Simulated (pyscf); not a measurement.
Optimised with ωB97X-D3(BJ)/def2-SVP in PySCF. MP2 and CC: frozen core, UHF for open shells. ΔMP2 is the change of the MP2 total energy from the triple- to the quadruple-zeta basis.

Q: What is the homolytic dissociation enthalpy (298 K, CCSD(T)/def2-TZVPP + ΔMP2(QZVPP)) of the Bi–O bond of HO–Bi(OH)–OH, to OH• + HO–Bi•–OH?

A: Bi–O to OH• + HO–Bi•–OH: 350.2 kJ/mol. Other isomers of HO–Bi•–OH were not searched in full and may lie lower. The CCSD(T) − MP2 part came from Ansatz, without density fitting, on the same reference. The frozen core leaves the outer d or s,p core shells of the metals and heavy elements correlated in the MP2 and CC values, and def2-TZVPP describes them poorly, which can shift differences by a few kcal/mol. Left out: the spin-orbit lowering of OH. Elements past Kr carry the def2 core potentials, without spin-orbit coupling.
